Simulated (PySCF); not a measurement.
Compound: C₄H₈O.
Cartesian coordinates in Å at the PBE0-D3(BJ)/def2-SVP level; atoms count from 1:
```xyz
13
C4H8O angstrom
C     -0.917    0.405   -0.378
C      0.424    0.977    0.067
C      1.314   -0.259   -0.001
O      0.478   -1.364    0.277
C     -0.878   -0.971    0.275
H     -0.944    0.308   -1.476
H     -1.784    1.007   -0.070
H      0.356    1.348    1.103
H      0.786    1.803   -0.563
H      2.143   -0.233    0.726
H      1.759   -0.370   -1.009
H     -1.474   -1.726   -0.265
H     -1.262   -0.923    1.313
```

Level of theory: PBE0-D3(BJ)/def2-SVP geometry optimisation, gas phase (PySCF).

Masses are those of the commonest isotopes; rigid-rotor values at the optimised geometry. The values belong to one conformer with, in the numbering `[CH2:1]1[CH2:2][CH2:3][O:4][CH2:5]1`, C5–C1–C2–C3 37°, C1–C2–C3–O4 -30°, C2–C3–O4–C5 10°, C3–O4–C5–C1 14°.

Problem. Give the principal moments of inertia and the rotational constants in MHz.

Solution. Ia = 70.47, Ib = 71.44, Ic = 124.50 u·Å²; 505379 MHz·u·Å²/I gives A = 7172, B = 7075, C = 4059 MHz.

Problem. Classify the top.

Solution. A near-oblate asymmetric top; Ray's κ = 0.938.

Problem. Is it planar, by Δ = Ic − Ia − Ib?

Solution. Not planar: Δ = Ic − Ia − Ib = -17.41 u·Å². For a rigid frame Δ = −2 Σ m c², so Σ m c² = 8.70 u·Å² lies off the ab plane: 6.98 from hydrogen and 1.72 from heavier atoms. The atom farthest from that plane is 1.33 Å away.

Problem. List the rotational levels J(Ka,Kc) to J = 5 (cm⁻¹).

Solution. Above 0(0,0):
J = 1: 1(0,1) 0.3714, 1(1,1) 0.3746, 1(1,0) 0.4752
J = 2: 2(0,2) 1.0167, 2(1,2) 1.0168, 2(1,1) 1.3186, 2(2,1) 1.3283, 2(2,0) 1.4257
J = 3: 3(0,3) 1.9314, 3(1,3) 1.9314, 3(1,2) 2.4421, 3(2,2) 2.4424, 3(2,1) 2.7394, 3(3,1) 2.7588, 3(3,0) 2.8516
J = 4: 4(0,4) 3.1168, 4(1,4) 3.1168, 4(1,3) 3.8321, 4(2,3) 3.8321, 4(2,2) 4.3422, 4(3,2) 4.3433, 4(3,1) 4.6339, 4(4,1) 4.6663, 4(4,0) 4.7532
J = 5: 5(0,5) 4.5731, 5(1,5) 4.5731, 5(1,4) 5.4927, 5(2,4) 5.4927, 5(2,3) 6.2078, 5(3,3) 6.2079, 5(3,2) 6.7169, 5(4,2) 6.7195, 5(4,1) 7.0022, 5(5,1) 7.0507, 5(5,0) 7.1308
The levels of one J sum to (2J + 1)J(J + 1)(A + B + C)/3.

Problem. Predict some low-J microwave lines.

Solution. The dipole components are |μa| = 1.76 D, |μb| = 0.00 D, |μc| = 0.00 D; the symmetry axis of this C2 structure is a, so μb and μc vanish by symmetry and there are no b-type or c-type lines. Some lines, for components of 0.1 D or more:

```tsv
type	branch	J(Ka,Kc)	MHz	lower level (cm⁻¹)
a	Q	2(2,0) ← 2(2,1)	2920	1.328
a	Q	3(1,2) ← 3(1,3)	15309	1.931
a	R	2(1,2) ← 1(1,1)	19253	0.375
a	Q	4(1,3) ← 4(1,4)	21442	3.117
a	R	3(0,3) ← 2(0,2)	27421	1.017
a	R	3(1,2) ← 2(1,1)	33682	1.319
a	R	3(2,1) ← 2(2,0)	39383	1.426
a	R	4(2,3) ← 3(2,2)	41660	2.442
a	R	5(0,5) ← 4(0,4)	43657	3.117
a	R	5(3,3) ← 4(3,2)	55897	4.343
```

Problem. Estimate the classical rotational partition function at 10 K, 50 K and 298.15 K.

Solution. Point group C2, symmetry number σ = 2; q = (√π/σ)·√((kT/h)³/(ABC)), k/h = 20836.6 MHz/K: 186 at 10 K, 2080 at 50 K, 30200 at 298.15 K.

No PBE0-D3(BJ)/def2-SVP frequencies stand behind this structure, so it isn't proved a minimum. Constants of a rigid frame at the computed geometry: no zero-point averaging, no centrifugal distortion.

Hardware: one thread of an x86-64 server, no GPU, shared host. Cost: 71 s of wall time. That covers the optimisation of the geometry.
